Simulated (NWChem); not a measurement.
# One shape, several levels: BSiNH5 (SMILES B[N][SiH3])

Wanted: a comparison of 3 runs (UHF/def2-SVP, UB3LYP/3-21G, UPBE0/def2-SVP) of BSiNH5. 

The calculation is run with NWChem 7.3.0.

## 1. The structure to begin with

The species is BSiNH5 (8 atoms), meant as a doublet with charge 0. SMILES: `B[N][SiH3]`. The shape is that of a PBE0-D4/def2-TZVP optimisation.

Bond lengths: B1–N2 1.339 Å, N2–Si3 1.710 Å, B1–H4 1.208 Å, B1–H5 1.207 Å, Si3–H6 1.484 Å, Si3–H7 1.484 Å, Si3–H8 1.487 Å. Angles: B1–N2–Si3 177.7°, N2–B1–H4 120.1°, N2–B1–H5 120.5°, N2–Si3–H6 110.6°, N2–Si3–H7 110.5°, N2–Si3–H8 106.7°, H4–B1–H5 119.4°, H6–Si3–H7 109.6°, H6–Si3–H8 109.7°, H7–Si3–H8 109.7°.

## 2. Energy and forces at UHF/def2-SVP (run 1)

The input, run.py:

```python
from ase import Atoms
from ase.calculators.nwchem import NWChem

system = Atoms(['B', 'N', 'Si', 'H', 'H', 'H', 'H', 'H'], positions=[
    [-0.508300, 0.661100, -1.507600],
    [-0.090200, 0.177700, -0.331000],
    [0.418900, -0.502300, 1.153500],
    [-1.065200, -0.063100, -2.297500],
    [-0.333100, 1.821900, -1.789300],
    [-0.256000, 0.168000, 2.293100],
    [1.890600, -0.381400, 1.304000],
    [0.035400, -1.939100, 1.119200],
])

calc = NWChem(
    label='sp',
    theory='scf',
    memory='2200 mb',
    basis='def2-SVP',
    basispar='spherical bse',
    scf={'nopen': '1', 'uhf': None, 'thresh': '1e-08', 'maxiter': '80'},
)
system.calc = calc

forces = system.get_forces()
print(f"energy = {system.get_potential_energy():.6f} eV")
print("forces (eV/A):")
for s, f in zip(system.symbols, forces):
    print(f"{s:2s} {f[0]:10.5f} {f[1]:10.5f} {f[2]:10.5f}")
```

Command:

```
$ export ASE_NWCHEM_COMMAND="nwchem PREFIX.nwi > PREFIX.nwo"
$ python run.py
```

The program printed:

```text
energy = -10090.528638 eV
forces (eV/A):
B    -0.54117    0.61722   -1.51849
N     0.28478   -0.29028    0.77997
Si    0.19813   -0.39425    0.65162
H     0.02520   -0.03060    0.07158
H     0.02859   -0.02401    0.07549
H     0.09431   -0.04674   -0.08536
H    -0.13159    0.01239    0.01975
H     0.04175    0.15627    0.00545
```

The calculator wrote sp.nwi:

```
title "sp"

permanent_dir sp

scratch_dir sp

start sp

geometry units angstrom nocenter noautosym noautoz
  B  -5.0829999999999997e-01 6.6110000000000002e-01 -1.5076000000000001e+00
  N  -9.0200000000000002e-02 1.7770000000000000e-01 -3.3100000000000002e-01
  Si 4.1889999999999999e-01 -5.0229999999999997e-01 1.1535000000000000e+00
  H  -1.0651999999999999e+00 -6.3100000000000003e-02 -2.2974999999999999e+00
  H  -3.3310000000000001e-01 1.8219000000000001e+00 -1.7892999999999999e+00
  H  -2.5600000000000001e-01 1.6800000000000001e-01 2.2930999999999999e+00
  H  1.8906000000000001e+00 -3.8140000000000002e-01 1.3040000000000000e+00
  H  3.5400000000000001e-02 -1.9391000000000000e+00 1.1192000000000000e+00
end

memory 2200 mb

basis spherical bse noprint
   * library def2-SVP
end

scf
  nopen 1
  uhf
  thresh 1e-08
  maxiter 80
end

task scf gradient
```

sp.nwo:

```text
Northwest Computational Chemistry Package (NWChem) 7.3.0
             --------------------------------------------------------

           Job information
           ---------------

    nwchem branch   = 7.3.0
    use scalapack   = T
    input           = sp.nwi
    prefix          = sp.
    data base       = sp/sp.db
    status          = startup
    nproc           =        1

           Memory information
           ------------------

    heap     =     72089594 doubles =      550.0 Mbytes
    stack    =     72089599 doubles =      550.0 Mbytes
    global   =    144179200 doubles =     1100.0 Mbytes (distinct from heap & stack)
    total    =    288358393 doubles =     2200.0 Mbytes
    verify   = yes
    hardfail = no

[... 38 lines left out ...]
            Nuclear Dipole moment (a.u.)
[... 87 lines left out ...]
 1-e energy   =    -688.991596
[... 7 lines left out ...]
         Quadratically convergent UHF
[... 15 lines left out ...]
       Final UHF  results
[... 3 lines left out ...]
      One electron energy =   -690.897588278062
[... 1 line left out ...]
 Nuclear repulsion energy =     90.859237037837
[... 38 lines left out ...]
          Final beta eigenvalues
[... 230 lines left out ...]
                     UHF Final Beta Molecular Orbital Analysis
[... 260 lines left out ...]
                         UHF ENERGY GRADIENTS

    atom               coordinates                        gradient
                 x          y          z           x          y          z
   1 B      -0.960548   1.249298  -2.848951    0.010524  -0.012003   0.029530
   2 N      -0.170453   0.335804  -0.625499   -0.005538   0.005645  -0.015168
   3 Si      0.791606  -0.949209   2.179799   -0.003853   0.007667  -0.012672
[... 4 lines of this table left out ...]
   8 H       0.066896  -3.664368   2.114981   -0.000812  -0.003039  -0.000106

                 ----------------------------------------
                 |  Time  |  1-e(secs)   |  2-e(secs)   |
                 ----------------------------------------
                 |  CPU   |       0.01   |       2.01   |
                 ----------------------------------------
                 |  WALL  |       0.01   |       2.01   |
                 ----------------------------------------

 Task  times  cpu:       11.4s     wall:       11.4s
 Total times  cpu:       11.4s     wall:       11.4s
```

Wall time 13 s (1 thread of Intel Xeon Platinum 8488C (Sapphire Rapids), shared host); peak memory 0.099 GiB.

## 3. Energy and forces at UB3LYP/3-21G (run 2)

The input, run.py:

```python
from ase import Atoms
from ase.calculators.nwchem import NWChem

atoms = Atoms(['B', 'N', 'Si', 'H', 'H', 'H', 'H', 'H'], positions=[
    [-0.508300, 0.661100, -1.507600],
    [-0.090200, 0.177700, -0.331000],
    [0.418900, -0.502300, 1.153500],
    [-1.065200, -0.063100, -2.297500],
    [-0.333100, 1.821900, -1.789300],
    [-0.256000, 0.168000, 2.293100],
    [1.890600, -0.381400, 1.304000],
    [0.035400, -1.939100, 1.119200],
])

calc = NWChem(
    label='a',
    theory='dft',
    memory='2200 mb',
    basis='3-21G',
    basispar='spherical bse',
    dft={'xc': 'b3lyp', 'mult': '2', 'grid': 'xfine', 'convergence': 'energy 1e-08', 'iterations': '100', 'mulliken': None},
)
atoms.calc = calc

forces = atoms.get_forces()
e = atoms.get_potential_energy()
print(f"E = {e:.6f} eV")
print("forces (eV/A):")
for s, f in zip(atoms.symbols, forces):
    print(f"{s:2s} {f[0]:10.5f} {f[1]:10.5f} {f[2]:10.5f}")
```

Command:

```
$ export ASE_NWCHEM_COMMAND="nwchem PREFIX.nwi > PREFIX.nwo"
$ python run.py
```

The program printed:

```text
E = -10071.043999 eV
forces (eV/A):
B    -0.20317    0.24580   -0.57834
N    -0.26781    0.38803   -0.79735
Si    0.40983   -0.46110    1.15309
H    -0.01064    0.07564   -0.06618
H    -0.04515   -0.01481   -0.08896
H    -0.06757    0.03008    0.21176
H     0.20548   -0.03918    0.08721
H    -0.02098   -0.22451    0.07878
```

The calculator wrote a.nwi:

```
title "a"

permanent_dir a

scratch_dir a

start a

geometry units angstrom nocenter noautosym noautoz
  B  -5.0829999999999997e-01 6.6110000000000002e-01 -1.5076000000000001e+00
  N  -9.0200000000000002e-02 1.7770000000000000e-01 -3.3100000000000002e-01
  Si 4.1889999999999999e-01 -5.0229999999999997e-01 1.1535000000000000e+00
  H  -1.0651999999999999e+00 -6.3100000000000003e-02 -2.2974999999999999e+00
  H  -3.3310000000000001e-01 1.8219000000000001e+00 -1.7892999999999999e+00
  H  -2.5600000000000001e-01 1.6800000000000001e-01 2.2930999999999999e+00
  H  1.8906000000000001e+00 -3.8140000000000002e-01 1.3040000000000000e+00
  H  3.5400000000000001e-02 -1.9391000000000000e+00 1.1192000000000000e+00
end

memory 2200 mb

basis spherical bse noprint
   * library 3-21G
end

dft
  xc b3lyp
  mult 2
  grid xfine
  convergence energy 1e-08
  iterations 100
  mulliken
end

task dft gradient
```

a.nwo:

```text
Northwest Computational Chemistry Package (NWChem) 7.3.0
             --------------------------------------------------------

           Job information
           ---------------

    nwchem branch   = 7.3.0
    use scalapack   = T
    input           = a.nwi
    prefix          = a.
    data base       = a/a.db
    status          = startup
    nproc           =        1

           Memory information
           ------------------

    heap     =     72089594 doubles =      550.0 Mbytes
    stack    =     72089599 doubles =      550.0 Mbytes
    global   =    144179200 doubles =     1100.0 Mbytes (distinct from heap & stack)
    total    =    288358393 doubles =     2200.0 Mbytes
    verify   = yes
    hardfail = no

[... 123 lines left out ...]
          Convergence on energy requested:  1.00D-08
[... 27 lines left out ...]
          Convergence Information
[... 30 lines left out ...]
 1-e energy   =    -687.292184
[... 61 lines left out ...]
      One electron energy =     -689.036409096447
[... 8 lines left out ...]
                    DFT Final Alpha Molecular Orbital Analysis
[... 706 lines left out ...]
          Convergence on gradient requested:  5.00D-04
[... 28 lines left out ...]
          total energy or number of iterations.
[... 26 lines left out ...]
                         DFT ENERGY GRADIENTS

    atom               coordinates                        gradient
                 x          y          z           x          y          z
   1 B      -0.960548   1.249298  -2.848951    0.003951  -0.004780   0.011247
   2 N      -0.170453   0.335804  -0.625499    0.005208  -0.007546   0.015506
   3 Si      0.791606  -0.949209   2.179799   -0.007970   0.008967  -0.022424
[... 4 lines of this table left out ...]
   8 H       0.066896  -3.664368   2.114981    0.000408   0.004366  -0.001532

                 ----------------------------------------
                 |  Time  |  1-e(secs)   |  2-e(secs)   |
                 ----------------------------------------
                 |  CPU   |       0.00   |       0.42   |
                 ----------------------------------------
                 |  WALL  |       0.00   |       0.42   |
                 ----------------------------------------

 Task  times  cpu:       27.8s     wall:       27.8s
 Total times  cpu:       27.9s     wall:       27.9s
```

Run time: 29 s. Hardware: 1 thread of Intel Xeon Platinum 8488C (Sapphire Rapids), shared host; peak memory 0.13 GiB.

## 4. Energy and forces at UPBE0/def2-SVP (run 3)

The input, bh5nsi.nw:

```
start bh5nsi
title "BH5NSi"
memory stack 880 mb heap 220 mb global 1100 mb
geometry units angstroms noautosym nocenter noautoz
 B       -0.508300       0.661100      -1.507600
 N       -0.090200       0.177700      -0.331000
 Si       0.418900      -0.502300       1.153500
 H       -1.065200      -0.063100      -2.297500
 H       -0.333100       1.821900      -1.789300
 H       -0.256000       0.168000       2.293100
 H        1.890600      -0.381400       1.304000
 H        0.035400      -1.939100       1.119200
end
basis spherical bse
 * library def2-SVP
end
dft
 xc pbe0
 mult 2
 grid xfine
 convergence energy 1e-08
 iterations 100
 mulliken
end
task dft gradient
```

Command:

```
$ nwchem bh5nsi.nw > bh5nsi.out
```

The program printed:

```text
[...]
          Wavefunction type:  spin polarized.
          No. of atoms     :     8
          No. of electrons :    31
[...]
          Charge           :     0
          Spin multiplicity:     2
[...]
          AO basis - number of functions:    71
[...]
              XC Information
              --------------
                         PBE0 Method XC Functional
                     Hartree-Fock (Exact) Exchange  0.250
          PerdewBurkeErnzerhof Exchange Functional  0.750
            Perdew 1991 LDA Correlation Functional  1.000 local
           PerdewBurkeErnz. Correlation Functional  1.000 non-local
[...]
 d= 0,ls=0.0,diis     1   -371.6344923822 -4.62D+02  5.51D-03  7.13D-02     4.2
[...]
 d= 0,ls=0.0,diis    12   -371.6892060616 -1.50D-09  2.90D-07  9.70D-11    52.0
[...]
         Total DFT energy =     -371.689206061593
      One electron energy =     -691.385389713199
           Coulomb energy =      262.315591811365
    Exchange-Corr. energy =      -33.478645197596
 Nuclear repulsion energy =       90.859237037837
[...]
      Total Density - Mulliken Population Analysis
     ---------------------------------------------
    Atom       Charge   Shell Charges
 -----------   ------   -------------------------------------------------------
    1 B    5     5.07   1.99  0.81  0.17  1.63  0.41  0.07
    2 N    7     7.14   1.99  1.03  0.49  2.34  1.29  0.01
    3 Si  14    13.55   2.00  1.98  1.03  0.16  5.93  1.33  0.87  0.25
    4 H    1     1.01   0.72  0.27  0.01
    5 H    1     1.01   0.72  0.27  0.01
    6 H    1     1.08   0.74  0.33  0.01
    7 H    1     1.08   0.74  0.33  0.01
    8 H    1     1.06   0.73  0.32  0.01
[...]
      <S2> =      0.7577 (Exact =     0.7500)
[...]
  wavefunction    = open shell
                         DFT ENERGY GRADIENTS
    atom               coordinates                        gradient
                 x          y          z           x          y          z
   1 B      -0.960548   1.249298  -2.848951   -0.000459   0.000324  -0.001170
   2 N      -0.170453   0.335804  -0.625499    0.001009  -0.001262   0.002882
   3 Si      0.791606  -0.949209   2.179799   -0.001433   0.001371  -0.003972
   4 H      -2.012936  -0.119242  -4.341645    0.002736   0.003229   0.004071
   5 H      -0.629468   3.442892  -3.381287   -0.000676  -0.005593   0.001718
   6 H      -0.483770   0.317474   4.333331    0.001144  -0.000994  -0.002517
   7 H       3.572716  -0.720741   2.464203   -0.002907   0.000027  -0.000674
   8 H       0.066896  -3.664368   2.114981    0.000586   0.002898  -0.000339
[...]
```

Run time: 61 s. Hardware: 1 thread of Intel Xeon Platinum 8488C (Sapphire Rapids), shared host; peak memory 0.14 GiB.

## 5. Overview of the runs

```tsv
run	level	iteration cap	module	energy (Eh)	dipole moment (D)	HOMO energy (eV)	LUMO energy (eV)	wall time
1	UHF/def2-SVP	80	scf	-370.820091	1.10	-11.47	1.46	13 s
2	UB3LYP/3-21G	100	dft	-370.104044	1.35	-7.13	-3.48	29 s
3	UPBE0/def2-SVP	100	dft	-371.689206	0.98	-7.69	-3.51	61 s
```

## 6. What came out

| quantity | value |
| --- | --- |
| run 3: total energy | -371.68921 Eh |
| run 3: dipole moment | 0.98 D |
| run 3: HOMO energy (highest over α and β) | -7.69 eV |
| run 3: LUMO energy (lowest over α and β) | -3.51 eV |
| run 3: ⟨S²⟩ | 0.758 |
| run 3: largest force on an atom | 0.303 eV/Å |

What this shows: The dipole moment (its size) runs from 0.98 D (UPBE0/def2-SVP) to 1.35 D (UB3LYP/3-21G). The two ends differ in method and basis. Totals of different functionals can't be ranked against each other. All runs together took 1.7 min, the longest 61 s.
